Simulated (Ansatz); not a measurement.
HC–CH⁺, doublet: reading a ladder of total energies

Geometry: that of the HC–CH, singlet, kept fixed.

```json
{"atom": "C", "x (Å)": "0.0000", "y (Å)": "0.0000", "z (Å)": "0.5985"}
{"atom": "C", "x (Å)": "0.0000", "y (Å)": "0.0000", "z (Å)": "-0.5985"}
{"atom": "H", "x (Å)": "0.0000", "y (Å)": "0.0000", "z (Å)": "1.6632"}
{"atom": "H", "x (Å)": "0.0000", "y (Å)": "0.0000", "z (Å)": "-1.6632"}
```

Basis cc-pVDZ; Ansatz 0.2.0. Only valence electrons are correlated (noble-gas cores frozen), which leaves 9 electrons in 36 orbitals. R marks a restricted (for open shells ROHF) determinant.

Full CI isn't at hand for all of this; RCCSDTQ serves as the reference, and is uncertain by the last step of the cluster series or more.

RCCSD has a T1 diagnostic of 0.012 and a largest doubles amplitude of 0.11.

Runs differ by some tens of microhartree through their thresholds and, for an open shell, their frozen cores, so steps under 0.03 kcal/mol mean nothing.

```json
{"level": "RHF", "total energy (hartree)": "-76.462669"}
{"level": "RMP2", "total energy (hartree)": "-76.661397"}
{"level": "RCCSD", "total energy (hartree)": "-76.688163"}
{"level": "RCCSD(T)", "total energy (hartree)": "-76.695134"}
{"level": "RCCSDT", "total energy (hartree)": "-76.695934"}
{"level": "RCCSDT(Q)", "total energy (hartree)": "-76.696463"}
{"level": "RCCSDTQ", "total energy (hartree)": "-76.696470"}
```

Question: What is the correlation energy at RCCSDTQ, and what share of it do RMP2 and RCCSDT recover?

Answer: E(corr) = -76.696470 − (-76.462669) = -0.233801 hartree = -6.362 eV. RMP2: -0.198728 / -0.233801 = 85.00 %. RCCSDT: -0.233265 / -0.233801 = 99.77 %.

Question: By how many kcal/mol does RCCSD(T) miss RCCSDTQ (1 hartree = 627.509 kcal/mol), and which steps make up the rest?

Answer: -76.695134 − (-76.696470) = 0.001336 hartree = 0.84 kcal/mol. Steps: RCCSDT − RCCSD(T) = -0.50, RCCSDT(Q) − RCCSDT = -0.33, RCCSDTQ − RCCSDT(Q) = 0.00 kcal/mol. Differences between like states or geometries often cancel part of this.
